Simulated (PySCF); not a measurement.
# A diatomic session: AlP, part 1 of 2

One job finds the state of AlP, follows it along the bond with each method and fits the curves.

Computed with PySCF 2.14.0. Level: Al jorge-DZP-DKH, P jorge-DZP-DKH, spin-free X2C with a Gaussian nucleus.

**1. Input**

A driver script around PySCF takes these settings:

```
atoms                         : Al, P
charge                        : 0
basis                         : Al jorge-DZP-DKH, P jorge-DZP-DKH
Hamiltonian                   : spin-free X2C with a Gaussian nucleus
basis functions               : 48
electrons treated             : 28
masses in u                   : 26.9815, 30.9738
levels                        : PBE0, PBE, r²SCAN, BLYP, r²SCANh, BHandHLYP, ωB97X, HF, MP2, SCS-MP2, CCSD, CCSD(T)
grid                          : 80 radial by 434 angular points
occupations                   : held fixed by the projection of orbital angular momentum
dissociation limit            : Al + P, each in its ground configuration
starting distance in angstrom : 2.260
values of 2S to try           : 0, 2, 4
```

Started as:

```sh
OMP_NUM_THREADS=1 python dia.py task.json out
```

After the search, every level is run at each distance in turn; below they are sorted by level.

**2. Search for the lowest state**

Unrestricted PBE0 solutions at 2.260 Å, counted from the lowest. The search isn't exhaustive.

| 2Ms+1 | unpaired | term | E (eV) | ⟨S²⟩ | ⟨Lz²⟩ | μ (D) |
| --- | --- | --- | --- | --- | --- | --- |
| 3 | σ ↑, π ↑ | ³Π | 0.00 | 2.01 | 1.01 | -2.46 |
| 3 | π ↑↑ | ³Σ⁻ | 0.13 | 2.01 | 0.00 | -0.12 |
| 1 | σ ↓, π ↑ | not assigned | 0.15 | 1.02 | 1.01 | -2.60 |
| 1 | π ↑↓ | not assigned | 0.46 | 1.01 | 2.02 | -0.04 |
| 1 | none | ¹Σ⁺ | 1.11 | 0.00 | 0.00 | -3.88 |
| 1 | none | not assigned | 1.48 | 0.00 | 2.00 | 0.24 |
| 5 | σ ↑, π ↑↑↑ | ⁵Π | 1.96 | 6.01 | 1.00 | 0.15 |
| 3 | σ ↑, π ↑↑↓ | not assigned | 2.44 | 3.01 | 3.02 | 0.09 |
| 3 | σ ↓, π ↑↑↑ | not assigned | 2.63 | 3.02 | 1.01 | 0.56 |
| 3 | π ↑↑ | not assigned | 2.98 | 2.08 | 2.01 | -2.06 |

10 of 14 solutions are listed, lowest first.

A term symbol stands only where ⟨S²⟩ and ⟨Lz²⟩ are near those of a pure state. A positive dipole means Al(−)P(+).

The most promising solutions are followed along the bond (rough minima from three points):

| 2Ms+1 | unpaired | R at minimum (Å) | energy at minimum (eV) |
| --- | --- | --- | --- |
| 3 | π ↑↑ | 2.45 | 0.00 |
| 3 | σ ↑, π ↑ | 2.23 | 0.02 |
| 1 | σ ↓, π ↑ | 2.22 | 0.16 |
| 1 | π ↑↓ | 2.45 | 0.32 |
| 1 | none | not bracketed | ≤ 0.93 |

The search made 19 SCF attempts at the starting distance; with the short scans it took 19 s of wall time (1 thread of Arm Neoverse N1, shared host).

**3. PBE0 along the bond**

State followed: ³Σ⁻ (triplet), unpaired electrons π ↑↑. The scan is laid around 2.452 Å.

Log of the SCF at 2.452 Å:

```text
******** <class 'pyscf.dft.uks_symm.SymAdaptedUKS'> ********
method = SymAdaptedUKS
initial guess = minao
damping factor = 0
level_shift factor = 0
DIIS = <class 'pyscf.scf.diis.CDIIS'>
diis_start_cycle = 1
diis_space = 10
diis_damp = 0
SCF conv_tol = 1e-09
SCF conv_tol_grad = None
SCF max_cycles = 60
direct_scf = False
max_memory 909 MB (current use 291 MB)
number electrons alpha = 15  beta = 13
XC library pyscf.dft.libxc version 7.0.0
    S. Lehtola, C. Steigemann, M. J.T. Oliveira, and M. A.L. Marques.,  SoftwareX 7, 1–5 (2018)
XC functionals = PBE0
    C. Adamo and V. Barone.,  J. Chem. Phys. 110, 6158 (1999)
    M. Ernzerhof and G. E. Scuseria.,  J. Chem. Phys. 110, 5029 (1999)
small_rho_cutoff = 0
Overwritten attributes  get_k get_j get_hcore get_jk get_occ  of <class 'pyscf.dft.uks_symm.SymAdaptedUKS'>
<class 'pyscf.dft.uks_symm.SymAdaptedUKS'> does not have attributes  refdm
Set gradient conv threshold to 3.16228e-05
init E= -584.718056816578
cycle= 1 E= -584.719729980364  delta_E= -0.00167  |g|= 0.00176  |ddm|= 0.00836
cycle= 2 E= -584.719731122139  delta_E= -1.14e-06  |g|= 0.00172  |ddm|= 0.0074
cycle= 3 E= -584.719733716331  delta_E= -2.59e-06  |g|= 0.000209  |ddm|= 0.00327
cycle= 4 E= -584.71973374539  delta_E= -2.91e-08  |g|= 3.75e-05  |ddm|= 0.000359
cycle= 5 E= -584.719733747349  delta_E= -1.96e-09  |g|= 1.4e-05  |ddm|= 0.000101
cycle= 6 E= -584.719733747634  delta_E= -2.85e-10  |g|= 2.49e-06  |ddm|= 4.38e-05
Extra cycle  E= -584.719733747652  delta_E= -1.77e-11  |g|= 1.37e-06  |ddm|= 1.01e-05
converged SCF energy = -584.719733747652  <S^2> = 2.0071836  2S+1 = 3.0047852
```

The curve and what changes along it:

```csv
R (Å),E (eV),μ (D),Mulliken charge of Al (e),Mayer bond order,⟨S²⟩,HOMO (eV),LUMO (eV)
2.1087,0.6155,0.55,0.05,1.27,2.01,-5.38,-4.08
2.2068,0.2688,0.12,0.09,1.23,2.01,-5.43,-3.85
2.3049,0.0813,-0.32,0.14,1.20,2.01,-5.47,-3.63
2.3784,0.0165,-0.66,0.16,1.17,2.01,-5.48,-3.48
2.4520,0.0000,-0.99,0.19,1.15,2.01,-5.48,-3.34
2.5256,0.0205,-1.32,0.21,1.12,2.01,-5.46,-3.21
2.6236,0.0903,-1.75,0.24,1.09,2.01,-5.42,-3.06
2.7462,0.2245,-2.27,0.27,1.06,2.01,-5.35,-2.89
2.8934,0.4268,-2.84,0.29,1.02,2.02,-5.23,-2.74
3.0895,0.7266,-3.49,0.30,0.97,2.03,-5.05,-2.62
```

The fit gives Re = 2.445 Å, ωe = 363 cm⁻¹, ωexe = 1.47 cm⁻¹, αe = 0.00126 cm⁻¹, Be = 0.1956 cm⁻¹, De = 2.18 eV, μ = -0.96 D.

Orbitals nearest the gap at 2.452 Å:

```csv
spin,orbital,ε (eV),filled,made of
α,σ,-16.38,yes,P s 91 %
β,σ,-14.22,yes,"P s 84 %, Al s 9 %"
α,σ,-9.31,yes,"Al s 63 %, P p 29 %"
β,σ,-8.83,yes,"Al s 65 %, P p 24 %, P s 10 %"
α,π,-7.20,yes,P p 90 %
α,π,-7.20,yes,P p 90 %
α,σ,-5.79,yes,"P p 44 %, Al s 29 %, Al p 25 %"
β,σ,-5.48,yes,"P p 46 %, Al p 31 %, Al s 21 %"
β,π,-3.34,no,"P p 64 %, Al p 34 %"
β,π,-3.34,no,"P p 64 %, Al p 34 %"
α,π,-1.71,no,Al p 92 %
α,π,-1.71,no,Al p 92 %
```

Polarisability there: 91.1 bohr³ along the bond, 72.4 across it. Without diffuse functions these come out too small, above all across the bond.

**4. Orbitals, density and potential**

The fields below are evaluated on a grid from the run's orbitals.

Frontier orbitals at PBE0 (alpha spin), with the share of their density that lies nearest to each atom:

```
orbital  energy (eV)            lies on
 HOMO-1        -7.20  P2 89 %; Al1 11 %
   HOMO        -5.79  Al1 57 %; P2 43 %
   LUMO        -1.71  Al1 88 %; P2 12 %
```

ELF in a plane through or near 2 of the atoms.

Values, 10 rows by 14 columns:
```
0.00 0.01 0.09 0.21 0.18 0.04 0.01 0.02 0.07 0.07 0.05 0.02 0.00 0.00
0.02 0.35 0.84 0.91 0.79 0.25 0.07 0.17 0.33 0.40 0.39 0.28 0.08 0.00
0.17 0.84 0.98 0.98 0.92 0.46 0.21 0.37 0.58 0.69 0.69 0.59 0.32 0.04
0.63 0.99 1.00 0.98 0.66 0.25 0.47 0.74 0.80 0.81 0.91 0.87 0.65 0.22
0.85 1.00 1.00 0.44 0.34 0.74 0.21 0.90 0.23 0.41 0.70 0.95 0.81 0.40
0.87 1.00 1.00 0.29 0.76 0.82 0.13 0.92 0.20 0.82 0.54 0.95 0.83 0.44
0.78 0.99 1.00 0.84 0.13 0.12 0.42 0.85 0.65 0.33 0.90 0.93 0.75 0.33
0.40 0.95 1.00 0.99 0.93 0.51 0.35 0.56 0.73 0.81 0.84 0.76 0.50 0.12
0.10 0.72 0.96 0.97 0.90 0.39 0.15 0.29 0.49 0.60 0.60 0.49 0.23 0.02
0.00 0.09 0.44 0.65 0.53 0.12 0.03 0.08 0.19 0.22 0.19 0.11 0.01 0.00
```
The map spans 7.7 Å across and 5.2 Å up, centred on the molecule. Atoms in the plane (x, y in Å): Al1 (-1.2, 0.0), P2 (1.2, 0.0).

On the surface of density 0.002 e/bohr³ the electrostatic potential runs, from the 1st to the 99th percentile, from -0.91 V near P2 to 1.57 V near Al1.

The spin density lies nearest to P2 88 %; Al1 12 %.

**5. Excited determinants**

State 2: ³Π (triplet), unpaired electrons σ ↑, π ↑, an excited solution.

Output of the SCF at 2.452 Å:

```text
[... 13 set-up lines left out, the same as in an earlier log ...]
max_memory 909 MB (current use 341 MB)
[... 8 set-up lines left out, the same as in an earlier log ...]
init E= -584.708941715429
cycle= 1 E= -584.711336789171  delta_E= -0.0024  |g|= 0.00238  |ddm|= 0.0082
cycle= 2 E= -584.711326577571  delta_E= 1.02e-05  |g|= 0.00413  |ddm|= 0.0103
cycle= 3 E= -584.711343966751  delta_E= -1.74e-05  |g|= 0.000633  |ddm|= 0.00673
cycle= 4 E= -584.711344399248  delta_E= -4.32e-07  |g|= 0.000175  |ddm|= 0.00119
cycle= 5 E= -584.711344510606  delta_E= -1.11e-07  |g|= 6.43e-05  |ddm|= 0.000699
cycle= 6 E= -584.711344550817  delta_E= -4.02e-08  |g|= 2.85e-05  |ddm|= 0.000583
cycle= 7 E= -584.711344558096  delta_E= -7.28e-09  |g|= 1.41e-05  |ddm|= 0.000222
cycle= 8 E= -584.711344560762  delta_E= -2.67e-09  |g|= 6.1e-06  |ddm|= 0.000171
cycle= 9 E= -584.71134456106  delta_E= -2.98e-10  |g|= 1.23e-06  |ddm|= 6.62e-05
Extra cycle  E= -584.711344561062  delta_E= -1.71e-12  |g|= 1.86e-06  |ddm|= 5.65e-06
converged SCF energy = -584.711344561062  <S^2> = 2.0261795  2S+1 = 3.0174025
```

Re = 2.224 Å, ωe = 468 cm⁻¹, ωexe = 2.54 cm⁻¹, αe = 0.00173 cm⁻¹, Be = 0.2364 cm⁻¹, μ = -2.41 D. Its minimum lies 0.01 eV above that of the lowest state.

State 3: Ms = 0 determinant of mixed spin (⟨S²⟩ = 1.02), unpaired electrons σ ↓, π ↑, an excited solution.

Output of the SCF at 2.452 Å:

```text
[... 13 set-up lines left out, the same as in an earlier log ...]
max_memory 909 MB (current use 306 MB)
number electrons alpha = 14  beta = 14
[... 7 set-up lines left out, the same as in an earlier log ...]
init E= -584.701971737475
cycle= 1 E= -584.704433652144  delta_E= -0.00246  |g|= 0.00236  |ddm|= 0.00822
cycle= 2 E= -584.704424548917  delta_E= 9.1e-06  |g|= 0.00397  |ddm|= 0.00978
cycle= 3 E= -584.704440337882  delta_E= -1.58e-05  |g|= 0.000721  |ddm|= 0.00661
cycle= 4 E= -584.704440870434  delta_E= -5.33e-07  |g|= 0.000153  |ddm|= 0.00133
cycle= 5 E= -584.704440943423  delta_E= -7.3e-08  |g|= 5.57e-05  |ddm|= 0.000604
cycle= 6 E= -584.704440959617  delta_E= -1.62e-08  |g|= 1.19e-05  |ddm|= 0.000383
cycle= 7 E= -584.704440960724  delta_E= -1.11e-09  |g|= 6.29e-06  |ddm|= 8.88e-05
cycle= 8 E= -584.704440961112  delta_E= -3.88e-10  |g|= 3.55e-06  |ddm|= 4.69e-05
Extra cycle  E= -584.704440961207  delta_E= -9.49e-11  |g|= 3.32e-06  |ddm|= 1.87e-05
converged SCF energy = -584.704440961207  <S^2> = 1.0242811  2S+1 = 2.2576812
```

Re = 2.211 Å, ωe = 489 cm⁻¹; the determinant mixes terms (⟨S²⟩ = 1.02, ⟨Lz²⟩ = 1.01), so these belong to no real state. Its minimum lies 0.16 eV above that of the lowest state.

State 4: Ms = 0 determinant of mixed spin (⟨S²⟩ = 1.01), unpaired electrons π ↑↓, an excited solution.

The SCF at the reference distance, 2.452 Å, printed:

```text
[... 22 set-up lines left out, the same as in an earlier log ...]
init E= -584.706126749411
cycle= 1 E= -584.707791636445  delta_E= -0.00166  |g|= 0.00179  |ddm|= 0.00837
cycle= 2 E= -584.707792481765  delta_E= -8.45e-07  |g|= 0.00185  |ddm|= 0.00769
cycle= 3 E= -584.707795520451  delta_E= -3.04e-06  |g|= 0.00022  |ddm|= 0.00349
cycle= 4 E= -584.707795553423  delta_E= -3.3e-08  |g|= 3.9e-05  |ddm|= 0.000369
cycle= 5 E= -584.707795555277  delta_E= -1.85e-09  |g|= 1.21e-05  |ddm|= 9.56e-05
cycle= 6 E= -584.70779555545  delta_E= -1.73e-10  |g|= 1.68e-06  |ddm|= 3.47e-05
Extra cycle  E= -584.707795555453  delta_E= -3.52e-12  |g|= 1.32e-06  |ddm|= 7.4e-06
converged SCF energy = -584.707795555453  <S^2> = 1.0081156  2S+1 = 2.243315
```

Re = 2.443 Å, ωe = 366 cm⁻¹; the determinant mixes terms (⟨S²⟩ = 1.01, ⟨Lz²⟩ = 2.02), so these belong to no real state. Its minimum lies 0.32 eV above that of the lowest state.

Energy (eV) from the lowest point of the lowest state:

```csv
R (Å),lowest,state 2,state 3,state 4
2.109,0.615,0.104,0.233,0.943
2.207,0.269,0.014,0.156,0.594
2.305,0.081,0.046,0.205,0.406
2.378,0.017,0.122,0.296,0.341
2.452,0.000,0.228,0.416,0.325
2.526,0.021,0.354,0.556,0.346
2.624,0.090,0.539,0.760,0.419
2.746,0.224,0.781,1.025,0.557
2.893,0.427,1.065,1.340,0.766
3.090,0.727,1.396,1.727,1.078
```

**6. PBE**

The SCF at the reference distance, 2.452 Å, printed:

```text
[... 17 set-up lines left out, the same as in an earlier log ...]
XC functionals = PBE
    J. P. Perdew, K. Burke, and M. Ernzerhof.,  Phys. Rev. Lett. 77, 3865 (1996)
    J. P. Perdew, K. Burke, and M. Ernzerhof.,  Phys. Rev. Lett. 78, 1396 (1997)
    J. P. Perdew, K. Burke, and M. Ernzerhof.,  Phys. Rev. Lett. 77, 3865 (1996)
    J. P. Perdew, K. Burke, and M. Ernzerhof.,  Phys. Rev. Lett. 78, 1396 (1997)
[... 2 set-up lines left out, the same as in an earlier log ...]
init E= -584.672675192461
cycle= 1 E= -584.673827498233  delta_E= -0.00115  |g|= 0.0186  |ddm|= 0.0727
cycle= 2 E= -584.67356193165  delta_E= 0.000266  |g|= 0.0214  |ddm|= 0.062
cycle= 3 E= -584.673953695422  delta_E= -0.000392  |g|= 0.00662  |ddm|= 0.0502
cycle= 4 E= -584.673992655192  delta_E= -3.9e-05  |g|= 0.000325  |ddm|= 0.0119
cycle= 5 E= -584.673992730258  delta_E= -7.51e-08  |g|= 9.81e-05  |ddm|= 0.000586
cycle= 6 E= -584.673992738909  delta_E= -8.65e-09  |g|= 2.17e-05  |ddm|= 0.000216
cycle= 7 E= -584.67399273941  delta_E= -5.01e-10  |g|= 3.15e-06  |ddm|= 6.5e-05
Extra cycle  E= -584.673992739424  delta_E= -1.49e-11  |g|= 2.27e-06  |ddm|= 1.55e-05
converged SCF energy = -584.673992739424  <S^2> = 2.0058832  2S+1 = 3.0039196
```

Re = 2.469 Å, ωe = 348 cm⁻¹, ωexe = 1.46 cm⁻¹, αe = 0.00128 cm⁻¹, Be = 0.1918 cm⁻¹, De = 2.30 eV, μ = -0.87 D.

**7. r²SCAN**

Log of the SCF at 2.452 Å:

```text
[... 17 set-up lines left out, the same as in an earlier log ...]
XC functionals = R2SCAN
    J. W. Furness, A. D. Kaplan, J. Ning, J. P. Perdew, and J. Sun.,  J. Phys. Chem. Lett. 11, 8208-8215 (2020)
    J. W. Furness, A. D. Kaplan, J. Ning, J. P. Perdew, and J. Sun.,  J. Phys. Chem. Lett. 11, 9248-9248 (2020)
    J. W. Furness, A. D. Kaplan, J. Ning, J. P. Perdew, and J. Sun.,  J. Phys. Chem. Lett. 11, 8208-8215 (2020)
    J. W. Furness, A. D. Kaplan, J. Ning, J. P. Perdew, and J. Sun.,  J. Phys. Chem. Lett. 11, 9248-9248 (2020)
[... 2 set-up lines left out, the same as in an earlier log ...]
init E= -584.899552053969
cycle= 1 E= -584.900323325909  delta_E= -0.000771  |g|= 0.0104  |ddm|= 0.0854
cycle= 2 E= -584.900303836727  delta_E= 1.95e-05  |g|= 0.00838  |ddm|= 0.0289
cycle= 3 E= -584.90035923066  delta_E= -5.54e-05  |g|= 0.00362  |ddm|= 0.0218
cycle= 4 E= -584.900370340544  delta_E= -1.11e-05  |g|= 0.000289  |ddm|= 0.00661
cycle= 5 E= -584.900370466792  delta_E= -1.26e-07  |g|= 0.000129  |ddm|= 0.000817
cycle= 6 E= -584.900370504982  delta_E= -3.82e-08  |g|= 4.16e-05  |ddm|= 0.000528
cycle= 7 E= -584.900370510093  delta_E= -5.11e-09  |g|= 1.28e-05  |ddm|= 0.000232
cycle= 8 E= -584.900370510412  delta_E= -3.19e-10  |g|= 2.08e-06  |ddm|= 6.17e-05
Extra cycle  E= -584.900370510412  delta_E= 1.14e-13  |g|= 2.63e-06  |ddm|= 9.49e-06
converged SCF energy = -584.900370510412  <S^2> = 2.0101663  2S+1 = 3.0067699
```

Re = 2.449 Å, ωe = 357 cm⁻¹, ωexe = 1.53 cm⁻¹, αe = 0.00132 cm⁻¹, Be = 0.1950 cm⁻¹, De = 2.15 eV, μ = -0.84 D.

(Continued in part 2 of 2.)
